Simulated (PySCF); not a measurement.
Record of a relaxation.

Species: C3H3ClO2.
SMILES with atom numbers: `[O:1]=[C:2]([OH:3])/[CH:4]=[CH:5]\[Cl:6]` (hydrogens: H7 on O3; H8 on C4; H9 on C5)

Computed by this run: PBE0-D3(BJ)/def2-SVP geometry optimisation, gas phase (PySCF 2.14.0); density fitting, grid level 1; the optimiser is geomeTRIC in internal coordinates, started from an MMFF94s structure with every atom displaced at random (about 0.03 Å). The frame can shift and turn from step to step; on so coarse a grid that alone can change the energy by a few meV, and forces under 0.02 eV/Å are noise.

Step 0: E = -19754.2134 eV, largest atomic force 7.605 eV/Å
```
atom  x, y, z in Å  |  force x, y, z in eV/Å
O1     -1.392   -1.685    0.483    1.037   3.356  -0.931
C2     -0.889   -0.594    0.159    0.736  -1.914   0.382
O3     -1.606    0.514   -0.201    5.600  -0.370   0.155
C4      0.690   -0.453    0.136   -6.992  -2.914   0.672
C5      1.356    0.564   -0.193    3.620   4.777  -0.869
Cl6     0.867    2.164   -0.648   -0.134  -0.545   0.039
H7     -2.459    0.259   -0.108   -4.869  -1.237   0.418
H8      1.125   -1.371    0.418    0.821  -1.146   0.423
H9      2.440    0.532   -0.070    0.181  -0.008  -0.289
```

Step 1: E = -19754.7744 eV, largest atomic force 2.983 eV/Å
```
atom  x, y, z in Å  |  force x, y, z in eV/Å
O1     -1.584   -1.498    0.273   -0.616  -2.855   0.609
C2     -0.883   -0.559    0.124    1.331   1.687  -0.437
O3     -1.464    0.613   -0.112   -0.851   0.555   0.069
C4      0.623   -0.543    0.167   -0.899   0.842  -0.428
C5      1.402    0.517   -0.152   -0.266  -0.373   0.319
Cl6     0.915    2.086   -0.675    0.145  -0.416   0.140
H7     -2.423    0.365   -0.044    0.909   0.521  -0.203
H8      1.060   -1.504    0.447    0.168   0.152   0.033
H9      2.487    0.453   -0.053    0.080  -0.113  -0.102
```

Step 2: E = -19754.8699 eV, largest atomic force 1.787 eV/Å
```
atom  x, y, z in Å  |  force x, y, z in eV/Å
O1     -1.468   -1.642    0.314   -0.545   0.745  -0.075
C2     -0.928   -0.580    0.127    1.685   0.348  -0.207
O3     -1.503    0.609   -0.112   -1.322  -1.161   0.315
C4      0.559   -0.473    0.144   -0.017  -0.057  -0.111
C5      1.402    0.532   -0.155   -0.197  -0.092   0.205
Cl6     1.045    2.123   -0.688   -0.155  -0.183   0.067
H7     -2.460    0.398   -0.049    0.337   0.480  -0.173
H8      1.006   -1.427    0.428    0.199   0.042   0.067
H9      2.479    0.391   -0.034    0.015  -0.122  -0.088
```

Step 3: E = -19754.9386 eV, largest atomic force 0.729 eV/Å
```
atom  x, y, z in Å  |  force x, y, z in eV/Å
O1     -1.485   -1.596    0.332    0.383   0.445  -0.135
C2     -0.893   -0.558    0.125   -0.715   0.000   0.140
O3     -1.538    0.597   -0.114    0.139  -0.210  -0.007
C4      0.580   -0.471    0.147    0.234  -0.474   0.094
C5      1.434    0.517   -0.141   -0.421   0.220  -0.086
Cl6     0.974    2.088   -0.628    0.174   0.171  -0.053
H7     -2.492    0.405   -0.096    0.275  -0.093   0.022
H8      1.036   -1.420    0.437   -0.022  -0.054  -0.004
H9      2.517    0.370   -0.088   -0.047  -0.006   0.029
```

Step 4: E = -19754.9365 eV, largest atomic force 0.697 eV/Å
```
atom  x, y, z in Å  |  force x, y, z in eV/Å
O1     -1.495   -1.584    0.335    0.021  -0.137   0.028
C2     -0.884   -0.563    0.139   -0.489  -0.217   0.077
O3     -1.505    0.595   -0.114    0.211   0.164  -0.051
C4      0.585   -0.509    0.161   -0.311   0.408  -0.102
C5      1.373    0.528   -0.143    0.695  -0.042  -0.018
Cl6     0.996    2.125   -0.622   -0.224  -0.169   0.049
H7     -2.457    0.410   -0.116    0.081  -0.097   0.035
H8      1.064   -1.451    0.442   -0.033   0.070  -0.051
H9      2.455    0.379   -0.106    0.049   0.020   0.033
```

Step 5: E = -19754.9583 eV, largest atomic force 0.120 eV/Å
```
atom  x, y, z in Å  |  force x, y, z in eV/Å
O1     -1.493   -1.586    0.336   -0.113  -0.040   0.014
C2     -0.891   -0.561    0.138    0.076  -0.050   0.019
O3     -1.496    0.602   -0.117   -0.104  -0.019  -0.011
C4      0.582   -0.501    0.157   -0.002   0.110  -0.018
C5      1.394    0.522   -0.142    0.101  -0.022  -0.015
Cl6     0.956    2.103   -0.618    0.033  -0.005  -0.001
H7     -2.448    0.415   -0.116    0.008   0.001   0.013
H8      1.051   -1.446    0.439   -0.005   0.009  -0.026
H9      2.478    0.382   -0.103    0.004   0.016   0.024
```

Step 6: E = -19754.9582 eV, largest atomic force 0.091 eV/Å
```
atom  x, y, z in Å  |  force x, y, z in eV/Å
O1     -1.492   -1.591    0.339    0.046  -0.049   0.019
C2     -0.900   -0.560    0.138   -0.021   0.072  -0.023
O3     -1.529    0.591   -0.115    0.040   0.075  -0.032
C4      0.576   -0.479    0.150    0.029  -0.039   0.022
C5      1.410    0.528   -0.143   -0.050  -0.020  -0.015
Cl6     1.012    2.118   -0.623   -0.060  -0.018   0.005
H7     -2.476    0.383   -0.107    0.015   0.005   0.012
H8      1.041   -1.426    0.432    0.009  -0.025  -0.014
H9      2.491    0.366   -0.097   -0.008  -0.002   0.026
```

Step 7: E = -19754.9609 eV, largest atomic force 0.028 eV/Å
```
atom  x, y, z in Å  |  force x, y, z in eV/Å
O1     -1.493   -1.588    0.341    0.013   0.025  -0.004
C2     -0.896   -0.560    0.135   -0.009  -0.014   0.014
O3     -1.514    0.597   -0.120    0.008  -0.005  -0.010
C4      0.579   -0.490    0.149   -0.006  -0.003  -0.015
C5      1.404    0.524   -0.144   -0.004   0.004   0.017
Cl6     0.983    2.108   -0.624   -0.003   0.000   0.000
H7     -2.463    0.401   -0.104    0.004  -0.003   0.004
H8      1.046   -1.437    0.429   -0.003  -0.002  -0.004
H9      2.487    0.378   -0.088    0.000  -0.001  -0.003
```

Step 8: E = -19754.9610 eV, largest atomic force under 0.02 eV/Å
```
atom  x, y, z in Å  |  force x, y, z in eV/Å
O1     -1.494   -1.586    0.344   -0.007  -0.009   0.008
C2     -0.895   -0.560    0.135    0.005   0.001  -0.003
O3     -1.512    0.596   -0.124   -0.006   0.005  -0.004
C4      0.579   -0.491    0.148    0.007  -0.001  -0.007
C5      1.404    0.524   -0.142    0.001   0.002   0.007
Cl6     0.981    2.109   -0.620    0.002   0.001   0.002
H7     -2.462    0.401   -0.105   -0.002   0.002   0.001
H8      1.045   -1.439    0.426    0.000  -0.001  -0.004
H9      2.486    0.378   -0.088    0.000   0.001   0.001
```

Problem. Summarise the path.

Solution. The energy falls by 72.13 kJ/mol from step 0 to step 8; nine tenths of that is first reached at step 3. It rises by more than 0.2 meV at step 4. The largest force goes from 7.605 to under 0.02 eV/Å. Among the bonds C2–C4 changes most, from 1.585 to 1.476 Å; the atoms move by 0.062 Å rms after alignment.

Problem. Follow the three bonds and two angles with the largest change from start to end.

Solution. 
| step | E above end (kJ/mol) | largest force (eV/Å) | C2–C4 (Å) | C4=C5 (Å) | O3–H7 (Å) | C5–C4–H8 (°) | C4–C5–Cl6 (°) |
| --- | --- | --- | --- | --- | --- | --- | --- |
| 0 | 72.13 | 7.605 | 1.585 | 1.259 | 0.895 | 123.7 | 131.7 |
| 1 | 18.00 | 2.983 | 1.506 | 1.354 | 0.993 | 121.3 | 128.4 |
| 2 | 8.78 | 1.787 | 1.490 | 1.346 | 0.982 | 117.0 | 129.1 |
| 3 | 2.16 | 0.729 | 1.476 | 1.338 | 0.974 | 115.6 | 124.7 |
| 4 | 2.36 | 0.697 | 1.470 | 1.338 | 0.970 | 117.9 | 131.2 |
| 5 | 0.26 | 0.120 | 1.474 | 1.339 | 0.970 | 117.3 | 127.8 |
| 6 | 0.27 | 0.091 | 1.477 | 1.340 | 0.970 | 116.2 | 128.0 |
| 7 | 0.01 | 0.028 | 1.477 | 1.340 | 0.970 | 116.7 | 127.7 |
| 8 | 0.00 | under 0.02 | 1.476 | 1.340 | 0.970 | 116.8 | 127.7 |

What follows is the cost of the whole optimisation. Hardware: AMD EPYC 9R14, one thread, no GPU, shared host. Cost: 23 s of wall time, 0.41 GiB resident at most.
